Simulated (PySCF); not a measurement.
## XPS shifts beside NMR shieldings

Species: C4H4F2.
Z-matrix (Å and degrees, PBE0-D3(BJ)/def2-SVP geometry), rows numbered from 1:
```
F 
C   1  1.3497
F   2  1.3492  1  106.63
C   2  1.5059  1  115.93  3  -130.61
C   4  1.3407  2   92.11  1  -117.06
C   5  1.5153  4   95.74  2     0.08
H   4  1.0915  2  132.67  1    62.92
H   5  1.0928  4  132.89  2  -179.98
H   6  1.1011  2  114.02  1  -125.82
H   6  1.1011  2  114.05  1     1.62
```

Binding energies: PySCF, delta-SCF UKS SCAN, pcX-2 on the ionised atom, pcseg-1 elsewhere, spin-free X2C. Shieldings: GIAO KT3/pcSseg-2, non-relativistic, same geometry.

| atom | isotropic shielding (ppm) |
| --- | --- |
| C2 | 56.4 |
| C4 | 45.3 |
| C5 | 38.4 |
| C6 | 131.7 |

What are the C 1s binding energies of these atoms?

```json
{"atom": "C4", "environment": "alkene CH carbon", "C 1s (eV)": "290.98", "isotropic shielding (ppm)": "45.3"}
{"atom": "C5", "environment": "alkene CH carbon", "C 1s (eV)": "291.36", "isotropic shielding (ppm)": "38.4"}
{"atom": "C6", "environment": "allylic carbon", "C 1s (eV)": "291.43", "isotropic shielding (ppm)": "131.7"}
{"atom": "C2", "environment": "CF2 carbon", "C 1s (eV)": "295.54", "isotropic shielding (ppm)": "56.4"}
```

Among the listed atoms, is the one with the highest binding energy also the least shielded?

No. The highest binding energy is at C2 (295.54 eV, shielding 56.4 ppm), the lowest shielding at C5 (38.4 ppm, 291.36 eV).

By binding energy: C4 < C5 < C6 < C2. By shielding: C5 < C4 < C2 < C6.

Isolated species at its PBE0-D3(BJ)/def2-SVP geometry, gas phase.
